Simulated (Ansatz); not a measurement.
AlFHO (`[O][AlH][F]`) radical. The species carries charge 0 and has multiplicity 2. The geometry is a stationary point of PBE0-D4/def2-TZVP.

```xyz
4

O     0.982   -0.831    1.078
Al   -0.048    0.012   -0.029
F     0.588    1.296   -0.828
H    -1.522   -0.477   -0.222
```

**Question.** What is the dipole moment at PBE/def2-TZVPP? (Best estimate.)

**Answer.** Computed: 1.44 D, with components (-1.37, -0.19, -0.40) D in this frame, pointing from negative to positive charge.

**Question.** And with r2SCAN, B3LYP, ωB97M-V? (An estimate is asked.)

**Answer.** Ansatz gave: r2SCAN 1.36 D, B3LYP 1.42 D, ωB97M-V 1.38 D.

**Question.** Give the Mulliken charges with PBE, B3LYP, ωB97M-V in def2-TZVPP. (Estimate.)

**Answer.** The calculation gave: 
```csv
atom,PBE,B3LYP,ωB97M-V
O1,-0.27,-0.30,-0.30
Al2,0.67,0.77,0.73
F3,-0.30,-0.35,-0.34
H4,-0.10,-0.12,-0.09
```

B3LYP here is the variant with VWN-RPA as its local correlation; programs differ in this.
